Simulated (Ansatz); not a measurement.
## Rock-salt EuS

These are LDA (PAW; Ansatz, an electronic-structure program) values and carry that method's errors.

Numerical settings: plane-wave cutoff 500 eV, 12×12×12 k mesh, Fermi–Dirac smearing 0.05 eV, spin-polarised with parallel moments, scalar-relativistic PAW data made under PBE.

Cell (relaxed at this level):

```cif
data_Eu4S4
_chemical_formula_sum 'Eu4 S4'
_space_group_name_H-M_alt 'Fm-3m'
_space_group_IT_number 225
_space_group_name_Hall '-F 4 2 3'
_cell_length_a 5.65538
_cell_length_b 5.65538
_cell_length_c 5.65538
_cell_angle_alpha 90.000
_cell_angle_beta 90.000
_cell_angle_gamma 90.000
loop_
_atom_site_label
_atom_site_type_symbol
_atom_site_symmetry_multiplicity
_atom_site_Wyckoff_symbol
_atom_site_fract_x
_atom_site_fract_y
_atom_site_fract_z
_atom_site_occupancy
Eu1 Eu 4 a 0.00000 0.00000 0.00000 1
S1 S 4 b 0.50000 0.50000 0.50000 1
```
(The calculation used a cell of 2 atoms; values per cell refer to that cell.)

```yaml
magnetic moment (largest site, within a sphere): 6.62 μB
band_gap: zero (no gap)
```

Measured, for comparison: band gap 1.65 eV (temperature not stated, not corrected to a static lattice, compiled measured gap; kind and temperature not stated; as tabulated in Kothakonda et al. (2022), arXiv:2208.02841).

Note: the 4f shell is treated without U or exact exchange, so its levels and filling can be wrong; a magnet's gap depends somewhat on the PAW data.

Moments are spin moments.

Spin–orbit coupling is not included.

Static lattice: no zero-point or thermal effects.
